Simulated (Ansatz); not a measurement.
Relaxation of C2H6FO (10 atoms, charge 0, multiplicity 2), to a largest force component of 0.03 eV/Å in at most 50 steps.

Method: UKS PBE0/def2-SVP in Ansatz 0.2.0.

```xyz
10
Properties=species:S:1:pos:R:3
H -0.811 -0.355 0.678
C -0.995 -0.166 -1.674
F 0.232 0.231 -1.974
O -0.321 -0.364 1.511
C 0.936 0.198 1.270
H -1.189 -1.234 -1.796
H -1.760 0.615 -1.684
H 1.488 0.207 2.223
H 1.536 -0.376 0.539
H 0.883 1.243 0.907
```

**Question.** Where does it end, and by what steps?

**Answer.** It converged. After 3 steps the energy has fallen by 0.008 eV; H1 moved furthest, 0.12 Å.

| step | energy less start (eV) | largest force component (eV/Å) | accepted |
| --- | --- | --- | --- |
| 0 | 0.0000 | 0.134 | yes |
| 1 | -0.0064 | 0.097 | yes |
| 2 | -0.0082 | 0.037 | yes |
| 3 | -0.0084 | 0.026 | yes |

```xyz
10
Properties=species:S:1:pos:R:3
H -0.761 -0.312 0.576
C -1.032 -0.184 -1.634
F 0.198 0.225 -1.904
O -0.321 -0.344 1.436
C 0.956 0.203 1.282
H -1.221 -1.246 -1.815
H -1.807 0.583 -1.722
H 1.456 0.173 2.262
H 1.589 -0.358 0.568
H 0.942 1.260 0.951
```

Whether the end is a true minimum wasn't checked by a vibrational analysis.

The run took 6 s on 2 threads of Intel(R) Xeon(R) 6975P-C (Granite Rapids), on a shared host, peak memory 0.23 GiB.
